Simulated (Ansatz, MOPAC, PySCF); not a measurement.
System: CH₄N, net charge 0, doublet state. SMILES: [CH2]N
Structure (B3LYP-D3(BJ)/def2-TZVP (Ansatz, an electronic-structure program) minimum search):
```
C
H 1 1.0803
H 1 1.0803 2 118.78
N 1 1.3914 2 116.76 3 148.46
H 4 1.0089 1 115.75 2 172.11
H 4 1.0089 5 111.58 1 135.19
```
Charge 0, spin multiplicity 2.

Quantity: size of the dipole moment, in D. Terms: UHF or UKS for open shells; no spin-orbit coupling; non-relativistic; no dispersion term unless named; 6-311+G** with 5d; six Cartesian d functions in 6-31G* and its kin unless marked 5d. First-principles rows: single points at B3LYP-D3(BJ) geometries (Ansatz). Semi-empirical rows: dipoles at the shared geometry.

```tsv
level	program	size of the dipole moment (D)
AM1	MOPAC	0.98
PM6	MOPAC	1.29
MNDO	MOPAC	0.95
PBE/STO-3G	Ansatz	1.34
BP86/6-31G* (5d)	PySCF	1.30
B3LYP/6-31G	Ansatz	1.32
B3LYP/6-31G*	Ansatz	1.23
M06-2X/6-31G* (5d)	PySCF	1.19
M06-2X/6-311+G**	PySCF	1.12
```

No value to compare with is used here. The 9 habitual levels span 0.95 (MNDO) to 1.34 D (PBE/STO-3G).

The levels are drawn from those run, B3LYP/6-31G* more often than the rest, none by its result; runs whose electronic state is in doubt are left out.
